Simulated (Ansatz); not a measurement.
**SiHF (SMILES F[SiH]): the vertical electron affinity, rung by rung**

SiHF has 3 atoms, charge 0, and is taken as a singlet. As SMILES, `F[SiH]`. Geometry: relaxed at PBE0-D4/def2-TZVP.

```xyz
3

F    -1.0902    0.0244   -0.6023
Si    0.1868    0.6294    0.1738
H     0.8924   -0.7186    0.4153
```

Quantity: the vertical electron affinity (to the doublet anion), in eV. The values are calculated.

The electron affinity is E(neutral) − E(anion): positive where the electron is bound.

```tsv
level	kind	program	value (eV)	less FCI/STO-3G	CPU time (all runs)
revPBE/STO-3G	GGA	Ansatz	-6.03	+0.81	1 s
r2SCAN/STO-3G	meta-GGA	Ansatz	-5.82	+1.02	2.4 s
PBE0/STO-3G	global hybrid	Ansatz	-5.72	+1.12	1.1 s
r2SCAN0/STO-3G	hybrid meta-GGA	Ansatz	-5.59	+1.25	2.3 s
HSE06/STO-3G	range-separated hybrid	Ansatz	-5.73	+1.11	1.3 s
wB97M-V/STO-3G	range-separated hybrid	Ansatz	-6.05	+0.79	9.1 s
BCCD(T)/STO-3G	coupled cluster or CI	Ansatz	-6.83	+0.01	0.3 s
CCSD(T)/STO-3G	coupled cluster or CI	Ansatz	-6.83	+0.01	0.24 s
FCI/STO-3G	exact in the basis	Ansatz	-6.84	0.00	1.7 s
```

FCI/STO-3G is exact within its basis and frozen core, so for wave-function methods in that basis the difference is their error; functionals converge differently with the basis, so for them it is only a difference. The values span -6.84 to -5.59 eV. All rows use very small basis sets, so none should be taken for the real molecule's value. Negative values mean that the anion is unbound at that level; they are set by how diffuse the basis is and aren't properties of the molecule, whose anion may well be bound. In so small a basis fixed costs decide the times, and correlated methods can beat functionals. CPU times are rough (shared hosts, several kinds of processor and program).
